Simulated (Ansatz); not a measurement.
## Worked example: GeCl$_{2}$, triplet against GeCl2, singlet

Geometry (PBE0/def2-TZVP stationary point of a singlet), kept for both states (GeCl2, singlet: A1; GeCl2, triplet: B1):

```xyz
3

Ge    0.0000   -0.6920    0.0000
Cl    0.0000    0.7089   -1.6730
Cl    0.0000    0.7089    1.6730
```

Basis cc-pVDZ; Ansatz 0.2.0. Correlated methods freeze the noble-gas cores and the filled d shells of p-block atoms. R marks a restricted (for open shells ROHF) determinant, U an unrestricted one. No spin–orbit coupling is included, and no scalar relativity.

Full CI isn't at hand for all of this; UCCSDT(Q) serves as the reference, and is uncertain by about the last step of the cluster series.

| level | E(GeCl2, singlet) (hartree) | E(GeCl2, triplet) (hartree) |
| --- | --- | --- |
| UHF | -2994.430702 | -2994.351778 |
| UMP2 | -2994.769384 | -2994.671799 |
| UCCSD(T) | -2994.810685 | -2994.711209 |
| PBE | -2996.781183 | -2996.677564 |
| wB97M-V | -2997.314416 | -2997.207541 |
| UCCSDT(Q) | -2994.812542 | -2994.713145 |

Problem. Give the vertical gap, GeCl2 triplet less GeCl2 singlet, at each level in eV (1 hartree = 27.2114 eV), and each error against UCCSDT(Q).

Solution. UCCSDT(Q): (-2994.713145 − (-2994.812542)) × 27.2114 = 2.705 eV (the reference)
wB97M-V: (-2997.207541 − (-2997.314416)) × 27.2114 = 2.908 eV, error 0.203 eV
PBE: (-2996.677564 − (-2996.781183)) × 27.2114 = 2.820 eV, error 0.115 eV
UCCSD(T): (-2994.711209 − (-2994.810685)) × 27.2114 = 2.707 eV, error 0.002 eV
UMP2: (-2994.671799 − (-2994.769384)) × 27.2114 = 2.655 eV, error -0.050 eV
UHF: (-2994.351778 − (-2994.430702)) × 27.2114 = 2.148 eV, error -0.557 eV

Total energies of functionals can't be set beside those of wave-function methods, since they hold the core's correlation and their own absolute errors; only the differences compare.

In so small a basis the reference is far from its limit while semilocal and hybrid functionals are nearer theirs, so the functionals' errors here hold much of the reference's basis and frozen-core error, which can add to them or hide them.

Each level lands on the state that its own search finds. T1 diagnostics of restricted CCSD: 0.014 and 0.023.
